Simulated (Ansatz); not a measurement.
Kohn–Sham single points on `FC(F)Cl`.

```yaml
crystal:
  periodic: [false, false, false]
  atoms:
    - {symbol: F, position_ang: [0.038865, -0.568098, 1.222252]}
    - {symbol: C, position_ang: [0.109387, 0.023583, 0.028346]}
    - {symbol: F, position_ang: [0.844158, -0.745918, -0.776919]}
    - {symbol: Cl, position_ang: [-1.510967, 0.208912, -0.640839]}
    - {symbol: H, position_ang: [0.568558, 1.007822, 0.125760]}
basis:
  gaussian: {orbitals: def2-TZVPP}
hamiltonian: {xc: pbe, dispersion: d4}
output: {forces: true, orbitals: {seedname: orbitals}}
```

```sh
$ ansatz run in.yaml --threads 2 --pin off --events-out ev --progress --plain
```

Shortened log:

```
Functional definition: PBE
845 factors; their error is unknown
mean field evaluation 1: about -18999.7794 eV, gradient 3.3e1 eV
mean field evaluation 2: about -18997.4181 eV, gradient 5.2e1 eV
mean field evaluation 4: about -19001.4142 eV, gradient 1.7e0 eV
mean field evaluation 8: about -19001.4172 eV, gradient 3.8e-2 eV
mean field evaluation 16: about -19001.3967 eV, gradient 5.5e-5 eV
mean field -19001.39674783 eV, -698.2884508735 hartree, gradient 2.2e-5 eV, S^2 0.000000; 0 other end points of the search recorded, 0 dependent functions left out
reference -19001.39677301 eV, -698.2884517989 hartree; 21, 21 occupied and 128, 128 virtual orbitals, 845 factors
Total energy: -19001.47036600 eV, -698.2911562915 hartree
Atom 0 at     0.038865    -0.568098     1.222252 Å, force    -0.044627    -0.346844     0.802912 eV/Å
Atom 1 at     0.109387     0.023583     0.028346 Å, force    -0.060269     0.454448    -0.064699 eV/Å
Atom 2 at     0.844158    -0.745918    -0.776919 Å, force     0.499290    -0.466949    -0.547383 eV/Å
Atom 3 at    -1.510967     0.208912    -0.640839 Å, force    -0.502416     0.091825    -0.210548 eV/Å
Atom 4 at     0.568558     1.007822     0.125760 Å, force     0.108022     0.267520     0.019718 eV/Å
Dipole moment:     0.109469     0.247971     0.022039 e Å
```

Hardware: 2 threads of a server CPU on a shared host. Wall time 1.6 s, peak host memory 0.14 GiB.

Changing it to `hamiltonian: {xc: {name: BLYP}, dispersion: d4}` and no forces (abridged; 1.3 s):

```
Functional definition: BLYP
mean field evaluation 16: about -19011.9898 eV, gradient 3.0e-5 eV
mean field -19011.98983424 eV, -698.6777396187 hartree, gradient 1.4e-5 eV, S^2 0.000000
Total energy: -19012.16186342 eV, -698.6840615745 hartree
```

With the line `hamiltonian: {xc: {name: wB97M-V}}` (abridged; 6.5 s):

```
Functional definition: wB97M-V
mean field evaluation 16: about -19010.5603 eV, gradient 4.5e-5 eV
mean field -19010.56034463 eV, -698.6252068447 hartree, gradient 4.5e-5 eV, S^2 0.000000
Total energy: -19010.56037319 eV, -698.6252078942 hartree
Atom 0 force    -0.025085    -0.120480     0.222045 eV/Å
Atom 1 force    -0.005872     0.409308    -0.038772 eV/Å
Atom 2 force     0.127365    -0.154143    -0.156419 eV/Å
Atom 3 force    -0.059660    -0.017411    -0.022483 eV/Å
Atom 4 force    -0.036749    -0.117273    -0.004372 eV/Å
Dipole moment:     0.099597     0.275310     0.015631 e Å
```

The same input with `hamiltonian: {xc: r2scan, dispersion: d4}` (abridged; 3.5 s):

```
Functional definition: r2SCAN
mean field evaluation 16: about -19009.2203 eV, gradient 1.7e-4 eV
mean field -19009.22033716 eV, -698.5759624783 hartree, gradient 1.7e-5 eV, S^2 0.000000
Total energy: -19009.23699421 eV, -698.5765746138 hartree
Atom 0 force    -0.017116    -0.169957     0.311636 eV/Å
Atom 1 force     0.106472     0.360149     0.010854 eV/Å
Atom 2 force     0.191775    -0.216083    -0.206944 eV/Å
Atom 3 force    -0.284268     0.025074    -0.116737 eV/Å
Atom 4 force     0.003137     0.000816     0.001191 eV/Å
Dipole moment:     0.117908     0.259678     0.024397 e Å
```

With the line `hamiltonian: {xc: hse06, dispersion: d4}` and no forces (abridged; 1.9 s):

```
Functional definition: HSE06
mean field evaluation 16: about -19001.8936 eV, gradient 2.1e-5 eV
mean field -19001.89355231 eV, -698.3067081015 hartree, gradient 2.1e-5 eV, S^2 0.000000
Total energy: -19001.94897539 eV, -698.3087448619 hartree
```

The same input with `hamiltonian: {xc: {name: B2PLYP}}` and no forces (abridged; 3 s):

```
Functional definition: B2PLYP
mean field evaluation 16: about -18998.0632 eV, gradient 3.2e-5 eV
mean field -18998.06324700 eV, -698.1659469775 hartree, gradient 5.9e-6 eV, S^2 0.000000
8 core orbitals not correlated: weight in the atoms' cores, before any rotation towards them, 1.000 or more for the frozen orbitals, at most 0.000 for the correlated occupied ones
second order -27.62776919 eV of doubles, -0.00000000 eV of singles
Total energy: -19005.52286260 eV, -698.4400827944 hartree
```

HSE06 is the plane-wave form, built on full-range PBE exchange.
